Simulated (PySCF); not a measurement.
**Relaxation of singlet BS₂⁻**

All numbers come from PBE0/[B def2-TZVPD, S def2-TZVPD], no relativity, density fitting, PySCF. A (50,194) grid was used.

A hand-made bent start, of C2v symmetry, held to at least that symmetry:

```xyz
3
charge -1 multiplicity 1, angstrom
B     0.0000    0.0000   -0.8417
S     1.4089    0.0000    0.1449
S    -1.4089    0.0000    0.1449
```

What forces act on the atoms at the start (eV/Å)?


```json
{"atom": "B1", "Fx": "0.00", "Fy": "0.00", "Fz": "4.68"}
{"atom": "S2", "Fx": "2.49", "Fy": "0.00", "Fz": "-2.34"}
{"atom": "S3", "Fx": "-2.49", "Fy": "0.00", "Fz": "-2.34"}
```

What does it relax to?

It ends at D∞h with B–S 1.675 Å (×2); S–B–S 180.0°. A frequency run shows a minimum. Other isomers or separated fragments may lie lower.

How much energy is released, and in how many steps?

271.3 kJ/mol in 7 steps.

The relaxation took roughly 26 core-seconds on a shared host.
